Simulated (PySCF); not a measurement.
**Simulated characterisation data**

[PySCF: PBE0/pcSseg-1 with gauge-including orbitals; coordinates at the GFN2-xTB level; a single conformation; non-relativistic; no solvent model; rapidly exchanging positions averaged]

δ = σ(ref) − σ, references computed at the same level: TMS for $^{1}$H, $^{13}$C. Where no couplings were computed, multiplicities follow the n + 1 count of equivalent neighbours, and m marks all less simple cases (inequivalent or close neighbours, rings, F or P nearby). Shifts are as computed. Against solution values, carbons near 30 ppm lie about +3 ppm off and those near 130 ppm about +5 ppm. Of 1211 compounds with measured shifts, 218 miss one by over three times the rms of a fit or turn the order of signals round; such compounds aren't used in these exercises.

**1.** SMILES n1n(CC)ncc1C#N, C5H6N4. $^{1}$H NMR (400 MHz, computed): δ 7.98 (s, 1H), 4.58 (q, 2H), 1.53 (t, 3H). $^{13}$C{$^{1}$H} NMR (computed): δ 146.5, 127.1, 117.4, 52.2, 19.4.

**2.** SMILES O=C1C=CC(=O)c2ccccc21, C10H6O2. $^{1}$H NMR (400 MHz, computed): δ 8.53 (d, 2H), 8.06 (m, 2H), 7.10 (s, 2H). $^{13}$C{$^{1}$H} NMR (computed): δ 190.7 (C), 144.5 (CH), 139.7 (CH), 134.8 (C), 133.5 (CH).
